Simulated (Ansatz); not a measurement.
Two shapes of doublet C₂H₃.

Shape 1:

```xyz
5

C    -0.0191   -0.0155   -0.6165
C     0.0037    0.0045    0.7217
H     0.0193    0.7334    1.5278
H    -0.0184   -1.0166   -1.2001
H    -0.0338    0.8589   -1.2028
```

Shape 2:

```xyz
5

C     0.0000   -0.0561   -0.6352
C     0.0000   -0.0490    0.7808
H     0.0000    0.7423    1.6530
H     0.0000   -1.0638   -1.2592
H     0.0000    0.9521   -1.2676
```

Basis set: 6-31G* (spherical functions). Frozen core: 2 orbitals. Charge 0, multiplicity 2.

Computed with Ansatz (development build ahead of 0.2.0); each method stands on the lowest determinant of its kind that the runs found.

**Question.** Which shape is lower in energy, and by how much in each method?

**Answer.**

| method | E(2) − E(1) (eV) |
| --- | --- |
| UHF | 0.621 |
| UHF-MP2 | 0.722 |

Shape 1 is lower. Caution: the unrestricted determinant is spin contaminated.
